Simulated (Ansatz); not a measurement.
System: antifluorite Mg2Sn. Method: PBEsol-D3(BJ) (PAW; Ansatz, a first-principles code).

Run with plane-wave cutoff 520 eV, 10×10×10 k mesh, Fermi–Dirac smearing 0.01 eV, scalar-relativistic PAW data made under PBE.

Computed points:

| V (Å³/atom) | E − E_lowest (meV/atom) |
|---|---|
| 23.056 | 14.66 |
| 23.546 | 6.29 |
| 24.037 | 1.52 |
| 24.527 | 0.00 |
| 25.018 | 1.43 |
| 25.509 | 5.54 |
| 25.999 | 12.05 |

Question: What bulk modulus B0 and pressure derivative B′ does a third-order Birch–Murnaghan fit give?

Answer: V0 = 24.526 Å³/atom, B0 = 48.1 GPa, B′ = 4.0 (fit to the energies at full precision).

Measured, for comparison: equilibrium volume per atom 25.82 Å³/atom (temperature not stated, not corrected to a static lattice; as tabulated in Freccero, Grin, Wagner, Dalton Trans. (2023), ESI). Computed (rounded) less measured: equilibrium volume per atom -5.0 %.

Note: the gap of the solid is closed in this run; this level leaves the solid without a gap, although one is measured.

Spin–orbit coupling is not included; it can open a gap where bands touch, and shift volumes and moduli.

Static lattice: no zero-point or thermal effects.

Computing time: very roughly 50 core-seconds.
